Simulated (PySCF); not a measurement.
# C3H9N: calculation against experiment

**What was measured.**

From NIST CCCBDB Release 22 (SRD 101), experimental dipoles, for the gas: dipole moment (microwave Stark effect) 0.612 D.

The results are set against them at the end.

Species: C3H9N.
SMILES with atom numbers: `[CH3:1][N:2]([CH3:3])[CH3:4]` (hydrogens: H5, H6, H7 on C1; H8, H9, H10 on C3; H11, H12, H13 on C4)

Geometry (PBE0-D3(BJ)/def2-SVP, Å), atoms numbered from 1 in this order:
```
atom  x, y, z in Å
C1    -0.595    1.034    0.243
N2    -0.312   -0.372    0.341
C3     1.075   -0.674    0.108
C4    -1.194   -1.171   -0.467
H5    -0.425    1.451   -0.778
H6     0.042    1.600    0.942
H7    -1.644    1.231    0.512
H8     1.412   -0.432   -0.928
H9     1.265   -1.745    0.277
H10    1.710   -0.106    0.806
H11   -1.086   -0.981   -1.561
H12   -1.002   -2.242   -0.295
H13   -2.243   -0.970   -0.197
```

Runs made with PySCF (gas phase, on this PBE0-D3(BJ)/def2-SVP geometry; no spin–orbit coupling):

```
                             level                                                           job  basis functions  wall time
PBE0-D3(BJ)/def2-SVP, grid level 1  geometry optimisation from a GFN2-xTB start shaken at random              101       20 s
```

Hardware: an Arm Neoverse V1 with one thread, on a shared host.

## Comparison

**Dipole moment.** Measured: 0.612 D (NIST CCCBDB Release 22 (SRD 101), experimental dipoles).

| level | computed (D) | computed − measured (D) | % (from the printed values) |
| --- | --- | --- | --- |
| PBE0-D3(BJ)/def2-SVP | 0.435 | -0.177 | -29 |

The computed dipoles belong to one fixed geometry; measured ones are averaged over vibrations unless marked μe. Magnitudes are compared, not signs.

No measured geometry was used, and the causes of the misses weren't examined.
